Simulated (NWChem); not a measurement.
System: CN anion

```xyz
2

C      0.0000     0.0000    -0.6332
N      0.0000     0.0000     0.5409
```
Atoms are numbered in this order, from 1.

Program: NWChem. Geometry: optimised at B3LYP/def2-SVPD. Level: M06-2X/aug-cc-pVDZ with COSMO at NWChem's default radii, gas-phase geometry; rows give the dielectric constant. Reactions with the solvent are ignored.

| dielectric constant | electrostatic solvation energy (kcal/mol) |
|---|---|
| 2.0 | -35.1 |
| 2.4 | -41.0 |
| 7.6 | -61.2 |
| 20.7 | -67.2 |
| 37.5 | (withheld) |

Q: Fill in the missing entries.

A: 
- 37.5, electrostatic solvation energy (kcal/mol): -68.7
